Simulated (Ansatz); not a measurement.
## One element changed: vertical spin gaps of AlBO, AlBS

Ansatz 0.2.0, functionals in def2-QZVPP, HF, MP2 and coupled cluster extrapolated from def2-TZVPP and def2-QZVPP (exp(−7.88 √X), X^−2.97); geometries are PBE0/def2-TZVP minima. Wave-function levels freeze the cores; HF, MP2 and coupled cluster are restricted for singlets and unrestricted otherwise, Kohn–Sham unrestricted where that lies lower. The best estimate adds to that CCSD(T) limit the step from CCSD(T) to the highest level run in a smaller set (CCSDT(Q)/cc-pVDZ, CCSDTQ/cc-pVDZ). It lacks core correlation, which semilocal and hybrid functionals hold and which counts in their errors here, (a few kJ/mol in atomization energies of light atoms) is good to about 1 kcal/mol where the step is under 0.06 eV, as here, and is no measured value. An error is the level's value less this estimate. Energies are electronic, without zero-point terms. No spin–orbit coupling and no scalar relativity. CCSD(T)'s error is that step with its sign reversed, by construction, and steps from double-zeta sets run high. The species are chosen: bound, without strong static correlation by their natural occupations or amplitudes, in their lowest spin state as far as vertical gaps and like structures tell, and with a ladder that closes on the reference, so errors are smaller than for species at large; levels whose determinant breaks symmetry or spin markedly are left out.

```
      species                               bonds (Å)                        quantity  symmetry of the states                                    reference  value (eV)  error MP2  error CCSD  error CCSD(T)  error PBE  error PBE0
AlBO, singlet  B–Al 2.246, B–O 1.207, angle at B 180°  triplet less singlet, vertical                  Σ⁺ / Π  limit + step to CCSDTQ and CCSDT(Q)/cc-pVDZ       1.873     -0.086       0.021          0.014     -0.215      -0.223
AlBS, singlet  B–Al 2.231, B–S 1.617, angle at B 180°  triplet less singlet, vertical                  Σ⁺ / Π  limit + step to CCSDTQ and CCSDT(Q)/cc-pVDZ       1.687     -0.052       0.039          0.019     -0.274      -0.242
```

The reference falls from O to S, by 0.186 eV in all.
